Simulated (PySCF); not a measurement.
All of these have the formula C5H11N. Level of theory: TDDFT PBE0/def2-SVPD, vertical, gas phase, core orbitals frozen in the response (PySCF). Geometries: GFN2-xTB; one conformer of each isolated species. Triplets are in the Tamm–Dancoff approximation.

A. `C=C[C@@H](C)NC`
B. `C=CC[C@H](C)N`
C. `CCCN1CC1`
D. `C=NC(C)(C)C`

Lowest singlet levels (six at most, fewer where fewer were computed) with oscillator strengths:

1. 190 nm (f 0.026); 181 nm (f 0.007); 176 nm (f 0.009); 167 nm (f 0.049); 163 nm (f 0.029); 156 nm (f 0.001); T1 6.35 eV
2. 220 nm (f 0.004); 203 nm (f 0.004); 180 nm (f 0.024); 176 nm (f 0.027); 176 nm (f 0.040); 168 nm (f 0.050); T1 4.48 eV
3. 204 nm (f 0.058); 195 nm (f 0.068); 177 nm (f 0.012); 176 nm (f 0.032); 170 nm (f 0.036); 164 nm (f 0.194); T1 4.41 eV
4. 259 nm (f 0.002); 186 nm (f 0.002); 168 nm (f 0.023); 161 nm (f 0.186); 161 nm (f 0.088); 159 nm (f 0.012); T1 3.95 eV

Question: Match each spectrum to its molecule.

Answer: 1 = C, 2 = A, 3 = B, 4 = D.
- A: S1 at 5.62 eV, HOMO→LUMO (99%); Löwdin shares by element: HOMO nitrogen 59%, carbon 20% or more, hydrogen 5% or more (atoms not listed hold the other 16%); LUMO carbon 67% or more, hydrogen 12% or more (atoms not listed hold the other 20%); HOMO -6.54 and LUMO 0.32 eV.
- B: S1 at 6.08 eV, HOMO→LUMO (84%), HOMO→LUMO+1 (10%); Löwdin shares by element: HOMO nitrogen 50%, carbon 27% or more (atoms not listed hold the other 23%); LUMO carbon 70% or more, hydrogen 6% or more (atoms not listed hold the other 24%); HOMO -6.74 and LUMO 0.27 eV.
- C: S1 at 6.54 eV, HOMO→LUMO (89%), HOMO→LUMO+1 (8%); Löwdin shares by element: HOMO nitrogen 54%, carbon 30% or more (atoms not listed hold the other 15%); LUMO carbon 44% or more (atoms not listed hold the other 56%); HOMO -6.70 and LUMO 0.88 eV.
- D: S1 at 4.80 eV, HOMO→LUMO (99%); Löwdin shares by element: HOMO nitrogen 56%, carbon 30% or more; LUMO carbon 38% or more, nitrogen 36%, hydrogen 15% or more; HOMO -6.97 and LUMO -0.14 eV.

Without π bonds the low states may be Rydberg-like; a valence basis with one diffuse set may place them up to an eV too high.
